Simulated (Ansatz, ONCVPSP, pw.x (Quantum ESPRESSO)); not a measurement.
**What a changed setting does to a pw.x run (bcc Cr)**

Potential: optimised norm-conserving Vanderbilt (ONCV), ONCVPSP 4.0.1.1 (patched build), PBE; core [Ar], reference 3d5 4s1; waves: 4s: rc 2.65 bohr, ncon 3, nbas 6, qcut 2.6 1/bohr, 2 projectors, debl 3.8 Ha; p scattering state at 0.22 Ha: rc 2.85 bohr, ncon 4, nbas 8, qcut 2.6 1/bohr, 2 projectors, debl 0.4 Ha; 3d: rc 1.65 bohr, ncon 4, nbas 9, qcut 10.2 1/bohr, 2 projectors, debl 3.8 Ha; f scattering state at 0.43 Ha: rc 2.85 bohr, ncon 3, nbas 6, qcut 4.3 1/bohr, 1 projector; local part: polynomial inside 1.20 bohr (lpopt 5, dvloc0 2 Ha); core correction: Teter function, fcfact 5.8, rcfact 1.4. In the p channel the program set the typed energies aside and used 0.050, 0.450 Ha.

The reference run (k-mesh 16³, cutoffs 100/400 Ry, Fermi–Dirac 0.01 Ry, mixing_beta 0.4, conv_thr 1e-9, no spin) gives -3.65 GPa at 11.577 Å³/atom, where all-electron LAPW gives -0.44 GPa. This run, with its own iteration cap, changes mixing_ndim to 16.

```
&control
  calculation='scf', prefix='x', pseudo_dir='./', outdir='./tmp', tstress=.true., disk_io='none'
/
&system
  ibrav=0, nat=1, ntyp=1, ecutwfc=100, ecutrho=400, nbnd=10,
  occupations='smearing', smearing='fd', degauss=0.01
/
&electrons
  conv_thr=1e-09, mixing_beta=0.4, electron_maxstep=50, mixing_ndim=16
/
ATOMIC_SPECIES
Cr 1.0 Cr.UPF
CELL_PARAMETERS angstrom
  -1.42510002 1.42510002 1.42510002
  1.42510002 -1.42510002 1.42510002
  1.42510002 1.42510002 -1.42510002
ATOMIC_POSITIONS crystal
Cr 0.0000 0.0000 0.0000
K_POINTS automatic
16 16 16 0 0 0
```

```bash
pw.x < Cr.scf.in > Cr.scf.out
```

Q: How does the run end?

A: It converges in 9 iterations; the free energy moves by +0.0 meV/atom and the pressure by +0.00 GPa. The result is that of the reference run.

```
Message from routine setup:
     using ibrav=0 with symmetry is DISCOURAGED, use correct ibrav instead
     lattice parameter (alat)  =       4.6645  a.u.
     unit-cell volume          =      78.1255 (a.u.)^3
     number of electrons       =         6.00
     number of Kohn-Sham states=           10
     kinetic-energy cutoff     =     100.0000  Ry
     charge density cutoff     =     400.0000  Ry
     scf convergence threshold =      1.0E-09
     Exchange-correlation= PBE
     number of k points=   145  Fermi-Dirac smearing, width (Ry)=  0.0100
     iteration #  1     ecut=   100.00 Ry     beta= 0.40
     total energy              =     -23.33573844 Ry
     estimated scf accuracy    <       0.44762307 Ry
     iteration #  2     ecut=   100.00 Ry     beta= 0.40
     total energy              =     -23.41079684 Ry
     estimated scf accuracy    <       0.00227262 Ry
     iteration #  3     ecut=   100.00 Ry     beta= 0.40
     total energy              =     -23.41211823 Ry
     estimated scf accuracy    <       0.00097136 Ry
     [... 3 iterations left out ...]
     iteration #  7     ecut=   100.00 Ry     beta= 0.40
     total energy              =     -23.41224102 Ry
     estimated scf accuracy    <       0.00000029 Ry
     iteration #  8     ecut=   100.00 Ry     beta= 0.40
     total energy              =     -23.41224109 Ry
     estimated scf accuracy    <       0.00000001 Ry
     iteration #  9     ecut=   100.00 Ry     beta= 0.40
     the Fermi energy is    13.2721 ev
!    total energy              =     -23.41224110 Ry
     estimated scf accuracy    <          4.6E-10 Ry
     smearing contrib. (-TS)   =      -0.00347766 Ry
     The total energy is F=E-TS. E is the sum of the following terms:
     one-electron contribution =       8.90807106 Ry
     hartree contribution      =       1.79201394 Ry
     xc contribution           =      -9.78466849 Ry
     ewald contribution        =     -24.32417994 Ry
     convergence has been achieved in   9 iterations
          total   stress  (Ry/bohr**3)                   (kbar)     P=      -36.46
     Message from routine punch:
     Nothing written, as per user request (disk_io='none')
```

The run took about 45 s on one core of a shared host (Neoverse-N1, 64 threads, 124 GiB, load 58).
